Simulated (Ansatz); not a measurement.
fcc Ag, treated with LC-ωPBE in Ansatz (plane waves, PAW).

Run with plane-wave cutoff 460 eV, 14×14×14 k mesh, Fermi–Dirac smearing 0.05 eV, no spin polarisation, scalar-relativistic PAW data made under PBE.

Cell (relaxed at this level):

Ag is modelled in the cubic space group Fm-3m (No. 225), the fcc (Cu type) structure, Pearson symbol cF4. Conventional cell: a = b = c = 4.0848 Å, α = β = γ = 90.00°. Ag on 4a is surrounded by 12 Ag at 2.888 Å (cuboctahedral). (Neighbours: up to the widest gap in distance over summed covalent radii, below 1.35, at either atom.)
(The calculation used a cell of 1 atom; values per cell refer to that cell.)

Q: Estimate the bulk modulus and pressure derivative B′ of the bulk modulus that the calculation returns.

A: 
- bulk modulus = 110 GPa
- pressure derivative B′ of the bulk modulus = 5.7

Measured, for comparison: bulk modulus 110 GPa (corrected for temperature and zero-point phonon effects, our sources range from 104 to 111; as tabulated in Levämäki et al. (2014), arXiv:1402.3671). Computed (rounded) less measured: bulk modulus 0.0 % (inside the range of the sources held).

The result took around 24 core-minutes (rough).

Ansatz is a program for electronic structure.
